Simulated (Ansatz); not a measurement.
Gas-phase electronic energies from Ansatz, PBE0-D4/def2-TZVP geometries. CBS: MP2 limit from def2 TZ/QZ plus the TZ coupled-cluster correction, frozen cores. This one scheme is used for every species. Functionals use def2-TZVPP. B3LYP here is the variant with VWN-RPA as its local correlation; programs differ in this. One conformer a species, not always the lowest.

`FC#CCCCl` + CH₃OH → `OCC#CF` + `CCCl`  (formal exchange of groups at a C–C bond)

| level | ΔE (kcal/mol) | difference from CCSD(T)/CBS |
| --- | --- | --- |
| PBE-D4 | -1.7 | -0.9 |
| r2SCAN-D4 | -1.8 | -1.0 |
| PBE0-D4 | -1.3 | -0.5 |
| B3LYP-D4 | -1.3 | -0.5 |
| ωB97X-V | -1.2 | -0.4 |
| ωB97M-V | -1.3 | -0.5 |
| B2PLYP | -1.3 | -0.5 |
| PBE | -2.0 | -1.2 |
| r2SCAN | -1.9 | -1.1 |
| PBE0 | -1.6 | -0.8 |
| B3LYP | -1.7 | -0.9 |
| HF/def2-TZVPP | -1.1 | -0.3 |
| MP2/def2-TZVPP | -0.5 | 0.3 |
| SCS-MP2/def2-TZVPP | -0.5 | 0.3 |
| CCSD/def2-TZVPP | -0.9 | -0.1 |
| CCSD(T)/def2-TZVPP | -0.9 | -0.1 |
| HF/def2-QZVPP | -1.0 | -0.2 |
| MP2/def2-QZVPP | -0.4 | 0.4 |
| SCS-MP2/def2-QZVPP | -0.5 | 0.3 |
| HF/CBS(def2) | -1.0 | -0.2 |
| MP2/CBS(def2) | -0.4 | 0.4 |
| CCSD/CBS(def2) | -0.8 | 0.0 |
| CCSD(T)/CBS | -0.8 | 0 |

Largest T1 diagnostic among the species: 0.012.
